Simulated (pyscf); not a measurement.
Optimised with ωB97X-D3(BJ)/def2-SVP in PySCF.

Q: For the elementary gas-phase step `[NH2][SiH]([NH2])[F]` + `[H]` [doublet] → `[NH3]` + `[NH2][SiH][F]` [doublet] (doublet surface; N–Si broken, H–N formed), what barrier and reaction energy does ωB97M-D3(BJ)/def2-TZVP give, measured from the separated reactants?

A: ΔE‡ = 82.7 kJ/mol, ΔE = +25.1 kJ/mol. Zero-point energy shifts the barrier by +10.1 kJ/mol. It is a substitution at N, with an imaginary mode of 1845i cm⁻¹. On the product side the descent ends in a complex, 27.1 kJ/mol under the separated species and 93.6 kJ/mol under the saddle at ωB97X-D3(BJ)/def2-TZVP. At ωB97X-D3(BJ) the barrier from the zero used here is 93.3 kJ/mol. The same reactants have a lower exit, to H₂N–Si•(NH₂)–F + H₂ (barrier +25.2 kJ/mol at ωB97M-D3(BJ), against +82.7 kJ/mol here). One saddle was located; it need not be the lowest between these sides. The angle at the attacked N is 129°.
